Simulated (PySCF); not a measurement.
## Silicon: a sound run and one with changed settings

Sound run: Si [Ne] 3s2 3p2, Si⁺ [Ne] 3s2 3p1. Calculation: PySCF 2.14, in aug-cc-pVDZ-DK; the spin-free X2C one-electron Hamiltonian (Gaussian nucleus). In the sound run the correlated levels freeze [Ne]. The sound run starts from symmetry-adapted Hartree-Fock orbitals and uses a fine grid where one is needed.

A second run was set up differently.

```tsv
species	method	sound run (hartree)	changed run (hartree)	converged
Si	UHF	-289.45293	-289.45293	yes
Si	BP86	-290.00429	-290.00429	yes
Si	PBE0	-289.85572	-289.85572	yes
Si	MP2	-289.49943	-289.49375	yes
Si	CCSD(T)	-289.52019	-289.52019	yes
Si⁺	UHF	-289.17216	-289.17216	yes
Si⁺	BP86	-289.70064	-289.70064	yes
Si⁺	PBE0	-289.55366	-289.55366	yes
Si⁺	MP2	-289.20721	-289.20305	yes
Si⁺	CCSD(T)	-289.22628	-289.22628	yes
```

Ionisation energy of Si:

| method | sound run (eV) | changed run (eV) |
| --- | --- | --- |
| UHF | 7.640 | 7.640 |
| BP86 | 8.263 | 8.263 |
| PBE0 | 8.220 | 8.220 |
| MP2 | 7.952 | 7.910 |
| SCS-MP2 | 7.873 | 7.841 |
| CCSD | 7.981 | 7.981 |
| CCSD(T) | 7.998 | 7.998 |

(1) What was changed?
A. basis contracted for another Hamiltonian
B. all electrons correlated in a valence basis
C. level shift left on
D. angular grid far too coarse

Results:

(1) C. It used initial guess atom, at most 50 SCF cycles, level shift 0.1 hartree. A level shift leaves the converged SCF energy unchanged but raises the virtual orbital energies, which shrinks MP2 if it is not removed.
